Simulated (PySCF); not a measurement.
C4H8: core ionisation energies

Species: methylcyclopropane, C₄H₈.
Cartesian coordinates in Å at the GFN2-xTB level; atoms count from 1:
```
atom  x, y, z in Å
C1     1.4641    0.1247    0.1095
C2     0.1213   -0.1937   -0.4971
C3    -0.9855   -0.7135    0.3687
C4    -1.0614    0.6746   -0.1931
H5     2.0794   -0.7721    0.1693
H6     1.3434    0.5274    1.1126
H7     1.9926    0.8600   -0.4957
H8     0.1838   -0.5967   -1.5013
H9    -1.6468   -1.4674   -0.0303
H10   -0.7939   -0.8211    1.4257
H11   -1.7743    0.8737   -0.9787
H12   -0.9215    1.5034    0.4844
```

Computed, not measured: delta-SCF UKS SCAN, pcX-2 on the ionised atom, pcseg-1 elsewhere, spin-free X2C in PySCF 2.14.0. Binding energies are ΔSCF values: E(core-ionised, relaxed orbitals) − E(ground state) at a fixed geometry, referred to the vacuum level.

Q: What binding energy does each computed site have?

A: 
| atom(s) | bonded to | level | binding energy (eV) | above the level's lowest (eV) | count |
| --- | --- | --- | --- | --- | --- |
| C3/C4 | 2 C and 2 H | C 1s | 290.38 | 0.00 | 2 |
| C1 | C and 3 H | C 1s | 290.54 | +0.16 | 1 |
| C2 | 3 C and H | C 1s | 290.56 | +0.18 | 1 |

The 3 C 1s values lie within 0.18 eV of each other; Gaussian lines of 0.5 eV full width would blend them into one maximum.

Q: Give the binding energy of C 1s of C3/C4 in hartree and in kJ/mol.

A: 290.38 eV = 10.6713 Eh = 28017 kJ/mol.

The first atom of each set that the bonding makes equivalent was ionised and stands for the set. Isolated species at its GFN2-xTB geometry, gas phase.
